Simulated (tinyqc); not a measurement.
Pariser-Parr-Pople SCF with singles CI, for the molecule C=C1C=C1 (SMILES; centres numbered as the heavy atoms are written), step by step. Computed by tinyqc, a small Python program that keeps every step. Settings: charge = 0, gamma = MN, start = core, damping = 0.5, iteration cap = 77, excitations kept = 9. Command: `OMP_NUM_THREADS=1 python tinyqc.py 30494 30495 out.jsonl` (the two numbers bound the seeds that draw the settings). One thread of a shared host (Intel(R) Xeon(R) Processor @ 2.60GHz), about 0.01 s of CPU time with the checks. Later iterations appear only in the table of the cycle.

## PPP integrals

Centres (angstrom, eV; a flat drawing with bonds scaled to 1.40 angstrom):
```
centre         x         y  core charge z         W  gamma_rr
1C       1.65600   0.00000              1  11.16000  11.13000
2C       0.25600   0.00000              1  11.16000  11.13000
3C      -0.95600   0.70000              1  11.16000  11.13000
4C      -0.95600  -0.70000              1  11.16000  11.13000
```

Resonance integrals (eV):
```
i  j      beta
1  2  -2.39000
2  3  -2.39000
3  4  -2.39000
4  2  -2.39000
```

Mataga-Nishimoto: gamma = 14.399645/(R + a), a = 2 x 14.399645/(gamma_rr + gamma_ss); H_rr = -W_r - sum_(s != r) z_s gamma_rs; H_rs = beta for bonds.

repulsion gamma_rs (eV), lower triangle:
```
          1C        2C        3C        4C
1C  11.13000
2C   5.34554  11.13000
3C   3.60177   5.34629  11.13000
4C   3.60177   5.34629   5.34554  11.13000
```

core matrix H (eV), lower triangle:
```
           1C         2C         3C         4C
1C  -23.70907
2C   -2.39000  -27.19811
3C    0.00000   -2.39000  -25.45359
4C    0.00000   -2.39000   -2.39000  -25.45359
```

## Starting guess

pi electrons, sum of z_r less the charge = 4

Orbitals of the core matrix H.

P at the start, lower triangle:
```
          1C       2C       3C       4C
1C   0.82708
2C   0.85370  1.37865
3C  -0.34735  0.25281  0.89714
4C  -0.34735  0.25281  0.89714  0.89714
```

## Iteration 1: Fock matrix

F_rr = H_rr + P_rr gamma_rr / 2 + sum_(s != r) P_ss gamma_rs; F_rs = H_rs - P_rs gamma_rs / 2; E = tr P (H + F) / 2 + core repulsion sum_(r<s) z_r z_s gamma_rs.

F (eV), lower triangle:
```
          1C        2C        3C        4C
1C  -5.27421
2C  -4.67173  -5.51206
3C   0.62553  -3.06580  -5.31575
4C   0.62553  -3.06580  -4.78784  -5.31575
```

pi energy = -49.21197 eV

## Iteration 1: orbitals and new P

Diagonalise F (the basis is taken as orthonormal) and form P = 2 sum c c over the lowest orbitals; 0.5 of the old P is kept.

orbital energies (eV): -13.17144  -8.32132  -0.52791  0.60289

P after iteration 1, lower triangle:
```
          1C       2C       3C       4C
1C   1.03386
2C   0.86495  1.18381
3C  -0.32131  0.29676  0.89116
4C  -0.32131  0.29676  0.89116  0.89116
```

## Iteration 2: Fock matrix

As before.

F (eV), lower triangle:
```
          1C        2C        3C        4C
1C  -5.20800
2C  -4.70180  -5.55482
3C   0.57863  -3.18327  -5.67780
4C   0.57863  -3.18327  -4.77187  -5.67780
```

pi energy = -49.68683 eV

## Iteration 2: orbitals and new P

As before.

orbital energies (eV): -13.57055  -8.28761  -0.90593  0.64566

P after iteration 2, lower triangle:
```
          1C       2C       3C       4C
1C   1.13480
2C   0.87226  1.08576
3C  -0.30676  0.31653  0.88972
4C  -0.30676  0.31653  0.88972  0.88972
```

## Iteration 3: Fock matrix

As before.

F (eV), lower triangle:
```
          1C        2C        3C        4C
1C  -5.18081
2C  -4.72136  -5.57634
3C   0.55244  -3.23612  -5.85419
4C   0.55244  -3.23612  -4.76802  -5.85419
```

pi energy = -49.92487 eV

## Iteration 3: orbitals and new P

As before.

orbital energies (eV): -13.76717  -8.27561  -1.08618  0.66342

P after iteration 3, lower triangle:
```
          1C       2C       3C       4C
1C   1.18386
2C   0.87691  1.03631
3C  -0.29855  0.32510  0.88991
4C  -0.29855  0.32510  0.88991  0.88991
```

## Convergence

Stop when output and input P, before any damping, agree to 1e-7.

Course of the cycle:
```
iteration       E (eV)  largest |P(out) - P(in)|
1          -49.2119730                  4.14e-01
2          -49.6868251                  2.02e-01
3          -49.9248654                  9.89e-02
4          -50.0443423                  5.01e-02
5          -50.1043083                  2.55e-02
6          -50.1343914                  1.30e-02
7          -50.1494746                  6.71e-03
8          -50.1570330                  3.49e-03
9          -50.1608189                  1.83e-03
10         -50.1627145                  9.70e-04
11         -50.1636633                  5.20e-04
...                ...                       ...
18         -50.1646061                  9.65e-06
19         -50.1646098                  5.84e-06
20         -50.1646116                  3.69e-06
21         -50.1646126                  2.33e-06
22         -50.1646130                  1.47e-06
23         -50.1646133                  9.22e-07
24         -50.1646134                  5.79e-07
25         -50.1646134                  3.63e-07
26         -50.1646135                  2.27e-07
27         -50.1646135                  1.42e-07
28         -50.1646135                  8.90e-08
```

Converged in 28 iterations.

## Converged orbitals

Charges are z - P_rr.

orbital energies (eV): -13.95154  -8.28217  -1.24100  0.66896

coefficients:
```
        MO1       MO2       MO3       MO4
1C  0.24492   0.74466   0.00000  -0.62088
2C  0.57266   0.40564   0.00000   0.71241
3C  0.55321  -0.37479   0.70711  -0.23128
4C  0.55321  -0.37479  -0.70711  -0.23128
```

pi charges: 1C -0.22901, 2C 0.01504, 3C 0.10698, 4C 0.10698

## Singles CI, singlets

Over the 4 single excitations with the smallest orbital gaps: A = (e_a - e_i) delta + 2 (ia|jb) - (ij|ab), with (pq|rs) = sum c_mp c_mq gamma_mn c_nr c_ns. f = 2/3 w |mu|^2 in atomic units, mu = sqrt2 sum c_ia sum_m c_mi c_ma R_m.

singlet CI matrix (eV), lower triangle:
```
          2>3      2>4      1>3       1>4
2>3   3.47501
2>4   0.00000  6.26351
1>3  -0.88148  0.00000  9.23964
1>4   0.00000  0.39507  0.00000  10.71150
```

singlet excitation energies (eV): 3.34323  6.22869  9.37141  10.74631

oscillator strengths: 0.04784  0.81102  0.58343  0.00088

## Singles CI, triplets

Over the 4 single excitations with the smallest orbital gaps: A = (e_a - e_i) delta - (ij|ab), with (pq|rs) = sum c_mp c_mq gamma_mn c_nr c_ns.

triplet CI matrix (eV), lower triangle:
```
         2>3       2>4      1>3      1>4
2>3  1.84992
2>4  0.00000   2.09128
1>3  1.51720   0.00000  5.69910
1>4  0.00000  -1.20493  0.00000  8.41147
```

triplet excitation energies (eV): 1.32381  1.86936  6.22521  8.63339
